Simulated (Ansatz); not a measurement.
How far each method lies from full CI for [Cl···H···H], doublet

Geometry: a point of a hydrogen-transfer path between rigid fragments, not a stationary point.

```yaml
atoms:
  - { symbol: Cl, position_ang: [0.0000, 0.0000, -1.1976] }
  - { symbol: H, position_ang: [0.0000, 0.0000, 0.0812] }
  - { symbol: H, position_ang: [0.0000, 0.0000, 1.1164] }
```

Basis 6-31G; Ansatz 0.2.0. Correlated methods freeze the noble-gas cores, which leaves 9 electrons in 12 orbitals. R marks a restricted (for open shells ROHF) determinant, U an unrestricted one. Active spaces: pair = (3e, 3o) about the gap; valence = (9e, 6o) chosen from the atoms' valence shells.

Full CI is exact within this basis and frozen core; it isn't the basis-set limit. The frozen core follows each run's orbitals, which can shift R against U totals by a few meV.

For open shells CISD and CISDTQ are restricted-active-space CI with the open shells as a complete middle space.

The UHF ⟨S²⟩ is 0.767 and the T1 diagnostic (RCCSD) is 0.0205. The largest doubles amplitude (RCCSD) is 0.067 and the T1 diagnostic (UCCSD) is 0.0098.

```
                   level  E − E(full CI) (kJ/mol)  share of correlation (%)  wall time
                     RHF                    172.2                      0.00          –
                     UHF                    160.0                      7.08          –
                    RMP2                     31.7                     81.60          –
                    UMP2                     31.0                     81.97          –
                    CISD                      5.8                     96.62     0.21 s
                   RCCSD                      1.9                     98.89          –
                   UCCSD                      1.8                     98.93          –
                RCCSD(T)                      0.4                     99.74     0.33 s
                UCCSD(T)                      0.4                     99.76     0.45 s
                 BCCD(T)                      0.4                     99.76     0.48 s
                  RCCSDT                      0.1                     99.96          –
                  UCCSDT                      0.1                     99.97          –
                  CISDTQ                      0.1                     99.93     0.81 s
               RCCSDT(Q)                      0.0                     99.99      2.7 s
               UCCSDT(Q)                      0.0                    100.00      2.4 s
                 RCCSDTQ                      0.0                    100.00       15 s
                 UCCSDTQ                      0.0                    100.00       16 s
     CASSCF (pair space)                    117.0                     32.05          –
     NEVPT2 (pair space)                     16.9                     90.17     0.15 s
     MRCISD (pair space)                      4.0                     97.68          –
   MRCISD+Q (pair space)                      1.6                     99.09     0.27 s
  CASSCF (valence space)                    112.9                     34.40          –
  NEVPT2 (valence space)                     27.7                     83.90     0.18 s
  MRCISD (valence space)                      3.6                     97.91          –
MRCISD+Q (valence space)                      1.3                     99.22     0.48 s
```

The correlation energy at full CI, counted from RHF, is -1.784 eV. That run took 1.3 s on 1 thread of Arm Neoverse V1, shared host over 97,616 determinants.

Times hold each run's SCF and search for its determinant on a shared host, so for small cases they say little of a method's own cost; they ran on 1 thread of Arm Neoverse V1.

The full-CI state has the irrep A1 of C2v, in the program's axes (one component, if the state is degenerate).

Natural occupations of full CI about the gap: 1.992 1.988 1.988 1.968 1.001 0.026 0.011 0.011 0.008 0.004; effectively unpaired electrons, Σ n²(2−n)², 1.01.
